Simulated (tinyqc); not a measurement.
Inside a calculation. Method: UHF in the sto-3g basis, for OH+, spin multiplicity 3. One step of it, computed by the program tinyqc.

Question. Orthogonalisation. S = U s U^T; symmetric (Loewdin) form X = U s^(-1/2) U^T, so that X^T S X = 1.

overlap S, lower triangle:
```
           1O 1s     1O 2s    1O 2px    1O 2py    1O 2pz     2H 1s
1O 1s   1.000000
1O 2s   0.236704  1.000000
1O 2px  0.000000  0.000000  1.000000
1O 2py  0.000000  0.000000  0.000000  1.000000
1O 2pz  0.000000  0.000000  0.000000  0.000000  1.000000
2H 1s   0.018028  0.225862  0.000000  0.000000  0.220410  1.000000
```

Give: eigenvalues of S; X.

Answer.

eigenvalues of S: 0.6400  0.8497  1.0000  1.0000  1.1336  1.3767

X, lower triangle:
```
          1O 1s    1O 2s  1O 2px  1O 2py   1O 2pz   2H 1s
1O 1s    1.0223
1O 2s   -0.1253   1.0437
1O 2px   0.0000   0.0000  1.0000
1O 2py   0.0000   0.0000  0.0000  1.0000
1O 2pz  -0.0025   0.0207  0.0000  0.0000   1.0197
2H 1s    0.0126  -0.1233  0.0000  0.0000  -0.1177  1.0407
```
